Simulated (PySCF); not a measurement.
Members of the series CXY, Y = H; each row names its spin state. All species are isolated molecules in the gas phase. One relaxed conformer stands for each flexible species; it need not be the lowest. Strings in code marks are SMILES.

Method: PySCF with PBE-D3(BJ)/def2-TZVP // PBE0-D3(BJ)/def2-TZVP. 

```json
[
 {"species": "X = H, multiplicity 3 (`[CH2]` (lower triplet))", "dipole moment (D)": "0.64", "highest occupied spin orbital (eV)": "-5.69"},
 {"species": "X = fluoro, multiplicity 3 (`[CH]F` (excited triplet))", "dipole moment (D)": "0.94", "highest occupied spin orbital (eV)": "-4.80"},
 {"species": "X = chloro, multiplicity 3 (`[CH]Cl` (triplet; the order of the spin states depends on the level))", "dipole moment (D)": "0.76", "highest occupied spin orbital (eV)": "-4.93"},
 {"species": "X = hydroxy, multiplicity 1 (`[CH]O` (lower singlet; H–C–O–H torsion 0°))", "dipole moment (D)": "–", "highest occupied spin orbital (eV)": "–"},
 {"species": "X = hydroxy, multiplicity 3 (`[CH]O` (excited triplet; H–C–O–H torsion 102°))", "dipole moment (D)": "–", "highest occupied spin orbital (eV)": "-4.44"},
 {"species": "X = amino, multiplicity 1 (`[CH]N` (lower singlet))", "dipole moment (D)": "…", "highest occupied spin orbital (eV)": "–"},
 {"species": "X = amino, multiplicity 3 (`[CH]N` (excited triplet))", "dipole moment (D)": "1.73", "highest occupied spin orbital (eV)": "-4.23"},
 {"species": "X = cyano, multiplicity 3 (`C([CH])#N` (lower triplet))", "dipole moment (D)": "3.06", "highest occupied spin orbital (eV)": "…"},
 {"species": "X = ethynyl, multiplicity 3 (`C([CH])#C` (lower triplet))", "dipole moment (D)": "…", "highest occupied spin orbital (eV)": "-5.26"},
 {"species": "X = formyl, multiplicity 1 (`C(=O)[CH]` (singlet; the order of the spin states depends on the level; H–C–C–O torsion 83°))", "dipole moment (D)": "–", "highest occupied spin orbital (eV)": "–"},
 {"species": "X = isocyano, multiplicity 3 (`[N+](#[C-])[CH]` (lower triplet))", "dipole moment (D)": "2.99", "highest occupied spin orbital (eV)": "-5.95"},
 {"species": "X = AlH2, multiplicity 3 (`[CH][AlH2]` (lower triplet))", "dipole moment (D)": "–", "highest occupied spin orbital (eV)": "…"}
]
```

Complete the blanks.


- X = amino, multiplicity 1 (`[CH]N` (lower singlet)), dipole moment (D): 3.56
- X = cyano, multiplicity 3 (`C([CH])#N` (lower triplet)), highest occupied spin orbital (eV): -6.62
- X = ethynyl, multiplicity 3 (`C([CH])#C` (lower triplet)), dipole moment (D): 0.14
- X = AlH2, multiplicity 3 (`[CH][AlH2]` (lower triplet)), highest occupied spin orbital (eV): -5.67
